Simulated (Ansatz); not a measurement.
Input file:

```yaml
crystal:
  periodic: [false, false, false]
  atoms:
    - {symbol: Ge, position_ang: [0.000000, 0.000000, 0.517513]}
    - {symbol: C, position_ang: [0.000000, 0.000000, -2.824612]}
    - {symbol: H, position_ang: [0.000000, 2.428797, 2.072708]}
    - {symbol: H, position_ang: [0.000000, -2.428797, 2.072708]}
    - {symbol: H, position_ang: [0.000000, 1.744728, -3.891561]}
    - {symbol: H, position_ang: [0.000000, -1.744728, -3.891561]}
basis:
  gaussian: {orbitals: cc-pVDZ}
magnetization: {spin_polarized: false}
correlation: {method: bccd_t, electrons: valence}
```

```sh
$ ansatz run in.yaml --threads 1 --pin off --events-out ev --progress --plain --max-ram 2393MiB
```

(1) What does the program do with this input?

## Answers

(1) Converged. The input was made wrong on purpose (coordinates in the wrong unit), so the run isn't a sound calculation of what was asked.
```
636 factors; integrals over basis functions are off by at most 8.4e-4 eV
mean field evaluation 1: about -57540.9180 eV, gradient 2.7e1 eV
mean field evaluation 2: about -57540.9354 eV, gradient 2.7e1 eV
mean field evaluation 4: about -57546.2312 eV, gradient 2.8e0 eV
mean field evaluation 8: about -57546.2973 eV, gradient 2.2e-1 eV
mean field evaluation 16: about -57540.9230 eV, gradient 2.7e1 eV
mean field evaluation 32: about -57546.2613 eV, gradient 2.3e0 eV
mean field evaluation 64: about -57539.8019 eV, gradient 1.7e-6 eV
mean field evaluation 96: about -57544.1025 eV, gradient 5.1e0 eV
mean field evaluation 128: about -57526.2973 eV, gradient 2.6e1 eV
mean field evaluation 160: about -57538.5948 eV, gradient 9.1e-2 eV
...
cycle   8  -10.89629488 eV  change   -5.8e-3 eV  update   1.2e-3
cycle   9  -10.89872722 eV  change   -2.4e-3 eV  update   6.5e-4
cycle  10  -10.89934667 eV  change   -6.2e-4 eV  update   4.4e-4
cycle  11  -10.89902193 eV  change    3.2e-4 eV  update   3.3e-4
cycle  12  -10.89869305 eV  change    3.3e-4 eV  update   2.1e-4
cycle  13  -10.89855614 eV  change    1.4e-4 eV  update   1.2e-4
cycle  14  -10.89849088 eV  change    6.5e-5 eV  update   5.8e-5
cycle  15  -10.89851283 eV  change   -2.2e-5 eV  update   3.8e-5
cycle  16  -10.89856399 eV  change   -5.1e-5 eV  update   2.5e-5
cycle  17  -10.89857575 eV  change   -1.2e-5 eV  update   1.5e-5
perturbative correction -0.78742494 eV, -0.0289373326 hartree
Total energy: -57557.98479345 eV, -2115.2169269558 hartree
```
